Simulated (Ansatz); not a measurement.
α-N2, treated with PBE (Ansatz, a first-principles code, plane waves, PAW).

Numerical settings: plane-wave cutoff 520 eV, 4×4×4 k mesh, perturbation theory, scalar-relativistic PAW data made under PBE.

Cell (measured lattice):

```cif
data_N8
_chemical_formula_sum 'N8'
_space_group_name_H-M_alt 'Pa-3'
_space_group_IT_number 205
_space_group_name_Hall '-P 2ac 2ab 3'
_cell_length_a 5.66700
_cell_length_b 5.66700
_cell_length_c 5.66700
_cell_angle_alpha 90.000
_cell_angle_beta 90.000
_cell_angle_gamma 90.000
loop_
_atom_site_label
_atom_site_type_symbol
_atom_site_symmetry_multiplicity
_atom_site_Wyckoff_symbol
_atom_site_fract_x
_atom_site_fract_y
_atom_site_fract_z
_atom_site_occupancy
N1 N 8 c 0.05610 0.05610 0.05610 1
```

### Question
Give the computed electronic dielectric constant ε∞.

### Answer

* **electronic dielectric constant ε∞**: 1.59

Note: the cell isn't this level's own, so it is under some stress, which shifts stiffness and frequencies.

The result took very roughly 4 core-minutes.
